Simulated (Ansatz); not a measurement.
Calculated with Ansatz (gas phase, PBE0-D4/def2-TZVP geometries, no zero-point term in ΔE). CBS: MP2 limit from def2 TZ/QZ plus the TZ coupled-cluster correction, frozen cores. Functionals use def2-TZVPP. B3LYP here is the variant with VWN-RPA as its local correlation; programs differ in this. HSE06 is defined as in plane-wave codes. Each species was taken in one conformer, which may not be the lowest.

`C#CC(C)F` → `C#CCCF`  (isomerisation)

| level | ΔE (kJ/mol) | difference from CCSD(T)/CBS |
| --- | --- | --- |
| LDA (SPW92) | 4.0 | 1.4 |
| PBE-D4 | 3.3 | 0.7 |
| revPBE-D4 | 3.2 | 0.6 |
| r2SCAN-D4 | 4.3 | 1.7 |
| B97M-V | 5.0 | 2.4 |
| PBE0-D4 | 1.7 | -0.9 |
| r2SCANh-D4 | 3.5 | 0.9 |
| r2SCAN0-D4 | 2.4 | -0.2 |
| HSE06-D4 | 1.6 | -1.0 |
| BHLYP-D4 | 1.2 | -1.4 |
| CAM-B3LYP-D4 | 2.6 | 0.0 |
| ωB97X-V | 2.4 | -0.2 |
| ωB97M-V | 3.1 | 0.5 |
| PBE-QIDH | 1.6 | -1.0 |
| PBE | 3.2 | 0.6 |
| revPBE | 2.7 | 0.1 |
| BLYP | 3.6 | 1.0 |
| r2SCAN | 4.3 | 1.7 |
| PBE0 | 1.5 | -1.1 |
| B3LYP | 2.3 | -0.3 |
| r2SCANh | 3.5 | 0.9 |
| r2SCAN0 | 2.4 | -0.2 |
| HSE06 | 1.5 | -1.1 |
| BHLYP | 1.0 | -1.6 |
| CAM-B3LYP | 2.5 | -0.1 |
| LC-ωPBE | 1.4 | -1.2 |
| RPA@PBE/def2-TZVPP | 2.8 | 0.2 |
| HF/def2-SVP | -1.1 | -3.7 |
| MP2/def2-SVP | 3.6 | 1.0 |
| CCSD/def2-SVP | 2.6 | 0.0 |
| CCSD(T)/def2-SVP | 3.5 | 0.9 |
| HF/def2-TZVPP | -1.0 | -3.6 |
| MP2/def2-TZVPP | 3.1 | 0.5 |
| CCSD/def2-TZVPP | 2.1 | -0.5 |
| CCSD(T)/def2-TZVPP | 3.1 | 0.5 |
| HF/def2-QZVPP | -1.3 | -3.9 |
| MP2/def2-QZVPP | 2.7 | 0.1 |
| SCS-MP2/def2-QZVPP | 2.2 | -0.4 |
| MP2/CBS(def2) | 2.5 | -0.1 |
| CCSD/CBS(def2) | 1.5 | -1.1 |
| CCSD(T)/CBS | 2.6 | 0 |

Largest T1 diagnostic among the species: 0.011.

In def2-TZVPP, CCSD(T) changes the Hartree–Fock value by +4.2 kJ/mol (the triples alone add +1.0 kJ/mol) and MP2 by +4.1 kJ/mol. Leaving LDA and LC-ωPBE aside and taking each functional with its dispersion term where it has one, the values spread over 3.9 kJ/mol, from BHLYP-D4 to B97M-V.
